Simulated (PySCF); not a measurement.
## C₂⁺: from constants to spectrum

PBE0 constants of C₂⁺, ⁴Σg⁻ (quartet), unpaired electrons σ ↑, π ↑↑ (C def2-TZVP; no relativity (PySCF 2.14); masses 12.0000 and 12.0000 u):

* ωe: 1358.6 cm⁻¹
* ωexe: 11.5 cm⁻¹
* Be: 1.4303 cm⁻¹
* αe: 0.0170 cm⁻¹
* De to C⁺ + C: 6.01 eV

(1) What force constant and bond length do these constants imply?

(2) Estimate the centrifugal constant D from the Kratzer relation and find the Dunham coefficient a1.

The state was picked by a PBE0 search and need not be the measured ground state.

## Answers

(1) Reduced mass μred = 6.0000 u; k = 5.8918×10⁻⁷·μred·ωe² (u, cm⁻¹, mdyn/Å) = 6.53 mdyn/Å; Re = √(16.8576/(μred·Be)) (u, cm⁻¹, Å) = 1.402 Å.

(2) D = 4Be³/ωe² = 6.34e-06 cm⁻¹; a1 = −1 − αeωe/(6Be²) = -2.88.
